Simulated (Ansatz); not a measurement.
Species: Si$_{2}$H$_{5}$, charge 0, doublet. Si2H5 (SMILES [SiH3][SiH2], doublet).
B3LYP-D3(BJ)/def2-TZVP minimum from Ansatz (an electronic-structure program):
```
Si
H 1 1.4822
H 1 1.4822 2 109.07
H 1 1.4858 2 108.50 3 118.04
Si 1 2.3328 2 109.08 4 122.96
H 5 1.4856 1 114.08 2 -57.42
H 5 1.4856 6 109.54 1 129.22
```
Charge 0, spin multiplicity 2.

Total energies in hartree (Ansatz). UHF or UKS for unpaired electrons; spin-orbit terms are left out. Correlated methods leave the cores frozen. No relativity. Where a partner has so few electrons that a lower coupled-cluster level is exact, that level stands in.

```csv
species,HF/cc-pV(T+d)Z,CCSD(T)/cc-pV(T+d)Z,HF/cc-pV(Q+d)Z,CCSD(T)/cc-pV(Q+d)Z,CCSD(T)/cc-pV(D+d)Z,CCSDT(Q)/cc-pV(D+d)Z
"1: Si2H5 (SMILES [SiH2][SiH3], doublet)",-580.75936,-581.05307,-580.76614,-581.07472,-580.98183,-580.98332
2: Si (triplet),-288.85649,-288.93344,-288.85845,-288.93781,-288.91643,-288.91690
3: H (doublet),-0.49981,-0.49981,-0.49995,-0.49995,-0.49928,-0.49928
```

Q: Work out the atomisation energy (electronic, to ground-state atoms) in kcal/mol: take Hartree-Fock from cc-pV(Q+d)Z, extrapolate the CCSD(T) correlation energy as X^-3 (X = 3, 4), and add CCSDT(Q) - CCSD(T) in cc-pV(D+d)Z. 1 hartree = 627.51 kcal/mol.

A: 
Species 1: correlation (64·(-0.30858) - 27·(-0.29371))/37 = -0.31943; step -0.00149; E1 = -580.76614 + (-0.31943) + (-0.00149) = -581.08706
Species 2: correlation (64·(-0.07936) - 27·(-0.07695))/37 = -0.08112; step -0.00047; E2 = -288.85845 + (-0.08112) + (-0.00047) = -288.94004
Species 3: correlation (64·(0.00000) - 27·(0.00000))/37 = 0.00000; step +0.00000; E3 = -0.49995 + (0.00000) + (+0.00000) = -0.49995
-1·E1 +2·E2 +5·E3 = 0.70723 hartree = 443.8 kcal/mol.
